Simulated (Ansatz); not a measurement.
Ansatz (an electronic-structure program) input (B3LYP-D3(BJ)/def2-TZVP):

Ansatz 0.2 input:
```yaml
crystal:
  periodic: [false, false, false]
  atoms:
    - {symbol: N, position_ang: [0.00533176, 0.34156744, 0.27073509]}
    - {symbol: H, position_ang: [0.83264807, -0.15037882, -0.15422811]}
    - {symbol: H, position_ang: [-0.78959412, -0.18582701, -0.17317902]}
basis:
  gaussian:
    orbitals: def2-TZVP
hamiltonian:
  xc: b3lyp
  dispersion: d3bj
total_charge: -1
relax: {f_tol: 0.002, max_steps: 150}
```

End of the output:

```
mean field -1521.39215548 eV, -55.9101304772 hartree, gradient 1.1e-5 eV, S^2 0.000000; 0 other end points of the search recorded, 0 dependent functions left out
the calculation of the forces begins
reference -1521.39230679 eV, -55.9101360377 hartree; 5, 5 occupied and 38, 38 virtual orbitals, 243 factors
relax step   4: F+E_penalty+E_count = -1521.41244130 eV  Δ(F+E_penalty+E_count) = -5.351e-5 eV  max|allowed force component| = 1.101e-4 eV/Å  Δτ_max = 0.0015 Å  (28 SCF iters, accepted)
integrals: 0.00 GiB planned
243 factors; their error is unknown
mean field: 0.07 GiB planned
mean field -1521.39215548 eV, -55.9101304772 hartree, gradient 1.1e-5 eV, S^2 0.000000; 1 other end points of the search recorded, 0 dependent functions left out
the calculation of the forces begins
reference -1521.39230679 eV, -55.9101360377 hartree; 5, 5 occupied and 38, 38 virtual orbitals, 243 factors
Total energy: -1521.41259261 eV, -55.9108815278 hartree
Atom 0 at     0.005441     0.337837     0.267555 Å, force    -0.000000     0.000008     0.000007 eV/Å
Atom 1 at     0.816773    -0.148862    -0.152826 Å, force     0.000110    -0.000002    -0.000002 eV/Å
Atom 2 at    -0.773829    -0.183613    -0.171402 Å, force    -0.000110    -0.000006    -0.000005 eV/Å
Dipole moment:     0.008677    -0.272846    -0.232572 e Å
```

Whether it binds its extra electron was not tested at this geometry.
